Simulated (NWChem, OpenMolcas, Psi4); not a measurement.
## How basis sets differ on SiH4O (silanol)

SiH4O has 6 atoms, charge 0, and is taken as a singlet. SMILES: `O[SiH3]`. Geometry: relaxed at PBE0-D4/def2-TZVP.

```csv
atom,x (Å),y (Å),z (Å)
O,0.6367,-1.0303,0.4190
Si,-0.0357,0.3465,-0.1870
H,0.0691,-1.6292,0.9047
H,-1.1283,0.0457,-1.1528
H,1.0605,1.0649,-0.8756
H,-0.6023,1.2024,0.8917
```

Quantity: the HOMO–LUMO gap, in eV. The values are calculated.

```csv
level,kind,program,value (eV),CPU time
HF/ANO-R0 (sfX2C),Hartree–Fock,OpenMolcas,15.24,3.7 s
HF/STO-3G,Hartree–Fock,NWChem,22.59,1.1 s
HF/3-21G,Hartree–Fock,OpenMolcas,16.40,1.8 s
HF/ANO-RCC-VDZP (DKH2),Hartree–Fock,OpenMolcas,14.74,3 s
HF/def2-SVP,Hartree–Fock,NWChem,16.40,4.4 s
HF/def2-SVP (density fitting),Hartree–Fock,Psi4,16.40,2.8 s
HF/aug-cc-pVDZ (RICD fitting),Hartree–Fock,OpenMolcas,13.28,3.6 s
HF/cc-pVTZ,Hartree–Fock,OpenMolcas,15.72,20 s
HF/cc-pVTZ (density fitting),Hartree–Fock,Psi4,15.72,1.8 s
```

The values span 13.28 to 22.59 eV. A Hartree–Fock LUMO above zero doesn't converge with the basis: it sinks as sets grow more diffuse. Orbital gaps aren't excitation energies. CPU times are rough (shared hosts, several kinds of processor and program).
